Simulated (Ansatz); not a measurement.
# Lattice constant a of zinc-blende III-V compounds: measurement against r2SCAN

Computed values from Ansatz (plane waves, PAW); cells keep the symmetry of their structure type. Ansatz (a program for electronic structure) is a plane-wave DFT program; potentials: the later of its two PAW sets. Static lattice, each level relaxed to under 0.1 GPa.

Here x stands for r2SCAN a and y for measured a.

| solid | r2SCAN a (Å) | measured a (Å) | basis of the measured value |
|---|---|---|---|
| BN | 3.610 | ? | 0 K, zero-point corrected |
| BP | 4.536 | 4.525 | 0 K, zero-point corrected |
| GaP | 5.451 | 5.439 | 0 K, zero-point corrected |
| GaAs | 5.666 | 5.640 | 0 K, zero-point corrected |
| InP | 5.907 | 5.858 | 0 K, zero-point corrected |
| InAs | 6.108 | 6.047 | 0 K, zero-point corrected |
| InSb | 6.556 | 6.468 | 0 K, zero-point corrected |

Using a straight line, estimate the missing y at x = 3.610 from the other rows, showing the fit.

With u = x - 5.7, the rows have u = -1.1640, -0.2490, -0.0340, 0.2070, 0.4080, 0.8560. Means: u 0.0040000, y 5.6628. About the means, the sum of products is 2.2673 and the sum of squares of u is 2.3600; the slope is their ratio. Least squares gives y = 5.6590 + 0.96072·u. Residuals (row less fit): -0.0157, 0.0192, 0.0137, 0.0001, -0.0040, -0.0134; standard error 0.0158 (degrees of freedom: 4). The slope is 0.961 with a standard error of 0.010. Before the fit, r2SCAN less measured has mean 0.0412, mean absolute 0.0412 and median absolute 0.0375 Å over these 6 rows. At the withheld row, u = -2.0900, so y = 5.6590 + 0.96072 × (-2.0900) = 3.6511 Å. The measured value is 3.593 Å, 0.0581 Å below the prediction (2.0 % of the range of y in the table). The row lies outside the fitted rows, so this is an extrapolation. From the scatter of the fitted rows alone, a prediction at this place has a standard error of 0.0275 Å, so the miss is 2.1 times that.

Plain r2SCAN misses this row by 0.017 Å. The rows are a random draw of 7 from the 7 solids that have both values on this basis (zero-point corrected by the source), of 11 computed in this series. Not drawn: V to Ni and open 4f shells, rows kept for tests, unfit runs, cells that left their space group, values derived or compiled from fits, values whose temperature is given only as extrapolated, encyclopaedia, home-page and unnamed sources, sources from 2025 on, cells with moments, not at rest, warned of a lower state, or off the usual phase with no note on it here. Measured values as quoted by these papers, many of them computational: BN Tamar Goldzak et al., The Journal of Chemical Physics (2022), arXiv:2208.04865; BP Daniel Mejia-Rodriguez et al., Physical Review B (2018), arXiv:1807.09216; GaP Daniel Mejia-Rodriguez et al., Physical Review B (2018), arXiv:1807.09216; GaAs Daniel Mejia-Rodriguez et al., Physical Review B (2018), arXiv:1807.09216; InP Daniel Mejia-Rodriguez et al., Physical Review B (2018), arXiv:1807.09216; InAs Daniel Mejia-Rodriguez et al., Physical Review B (2018), arXiv:1807.09216; InSb Daniel Mejia-Rodriguez et al., Physical Review B (2018), arXiv:1807.09216.
